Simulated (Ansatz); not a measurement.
Geometry optimisation, RKS B3LYP-D4/def2-SVPD (Ansatz 0.2.0).

Input file:

```yaml
crystal:
  periodic: [false, false, false]
  atoms:
    - { symbol: B, position_ang: [0.0, 0.0, 0.0] }
    - { symbol: C, position_ang: [0.0, 0.0, 1.6] }
    - { symbol: H, position_ang: [-0.9996, -0.3092, 1.9705] }
    - { symbol: H, position_ang: [0.7676, -0.7111, 1.9705] }
    - { symbol: H, position_ang: [0.232, 1.0203, 1.9705] }
    - { symbol: O, position_ang: [1.2211, 0.0, -0.705] }
    - { symbol: H, position_ang: [1.5209, -0.9519, -0.8599] }
    - { symbol: H, position_ang: [-1.0305, 0.0, -0.595] }
basis:
  gaussian: { orbitals: def2-SVPD }
hamiltonian:
  xc: b3lyp
  dispersion: d4
relax:
  f_tol: 0.02
  max_steps: 40
```

Run as:

```bash
$ ansatz run input.yaml --threads 2 --pin off --max-ram 3072MiB --backend cpu --events-out ev --progress --plain --runs-dir out
```

Task: Where does it end, and by what steps?

Result: It converged. After 12 steps the energy has fallen by 0.741 eV; O6 moved furthest, 0.60 Å.

| step | energy less start (eV) | largest force component (eV/Å) | accepted |
| --- | --- | --- | --- |
| 0 | 0.0000 | 2.169 | yes |
| 1 | -0.1026 | 1.198 | yes |
| 2 | -0.1425 | 0.599 | yes |
| 3 | -0.2075 | 0.581 | yes |
| 4 | -0.4212 | 1.174 | yes |
| 5 | -0.4018 | 2.910 | no |
| 6 | -0.5847 | 0.820 | yes |
| 7 | -0.6885 | 0.465 | yes |
| 8 | -0.7016 | 0.986 | yes |
| 9 | -0.7338 | 0.397 | yes |
| 10 | -0.7402 | 0.045 | yes |
| 11 | -0.7404 | 0.035 | yes |
| 12 | -0.7405 | 0.015 | yes |

```xyz
8
Properties=species:S:1:pos:R:3
B -0.052 0.016 -0.048
C 0.055 -0.033 1.519
H -0.809 -0.576 1.939
H 0.975 -0.501 1.907
H -0.012 0.987 1.934
O 0.903 -0.480 -0.877
H 1.660 -0.868 -0.422
H -1.008 0.503 -0.601
```

Whether the end is a true minimum wasn't checked by a vibrational analysis.

Time of the run: 18 s on 2 threads of Arm Neoverse V2 (shared host), peak memory 0.17 GiB.
